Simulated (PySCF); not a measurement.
Fluorophosphane, FH2P.
Atom-mapped SMILES: `[F:1][PH2:2]` (hydrogens: H3, H4 on P2)

Method: PBE0-D3(BJ)/def2-SVP geometry optimisation, gas phase in PySCF 2.14.0; density fitting, grid level 1; the optimiser is geomeTRIC in internal coordinates, started from a GFN2-xTB structure.

Step 0: E = -12026.7839 eV
```
atom  x, y, z in Å  |  force x, y, z in eV/Å
F1      1.3231   -0.2095    0.0600    0.252  -0.067   0.393
P2     -0.2273   -0.0061    0.5268    0.755  -0.107   0.156
H3     -0.7238   -0.9176   -0.4212   -0.570  -0.383  -0.293
H4     -0.4397    1.0757   -0.3456   -0.436   0.557  -0.256
```

Step 1: E = -12026.8410 eV
```
atom  x, y, z in Å  |  force x, y, z in eV/Å
F1      1.3794   -0.2215    0.0982   -0.148   0.043  -0.038
P2     -0.1833   -0.0100    0.5047   -0.043  -0.015  -0.093
H3     -0.7757   -0.9365   -0.4303    0.102   0.113   0.077
H4     -0.4882    1.1105   -0.3524    0.089  -0.141   0.055
```

Task: Estimate the geometry and energy of step 2. (The exact step hangs on the optimiser's Hessian estimate; all steps are aligned on step 1, rigid shifts and turns removed.)

Result: E = -12026.8433 eV, largest force 0.093 eV/Å
```
atom  x, y, z in Å  |  force x, y, z in eV/Å
F1      1.3660   -0.2156    0.0903    0.038  -0.014   0.033
P2     -0.1903   -0.0115    0.5122    0.021   0.011  -0.090
H3     -0.7672   -0.9287   -0.4297   -0.025  -0.006   0.025
H4     -0.4763    1.0983   -0.3527   -0.034   0.009   0.032
```

The energy changes by -0.0023 eV. The first-order estimate −F·Δx gives -0.0067 eV and the mean of the old and new forces, exact on a quadratic surface, -0.0021 eV. The step makes an angle of 40° with the force vector and moves no atom by more than 0.017 Å.

What follows is the cost of the whole optimisation. The run took 1.6 s of wall time on Intel Xeon 6975P-C, one thread, shared host, and the process peaked at 0.26 GiB of memory.
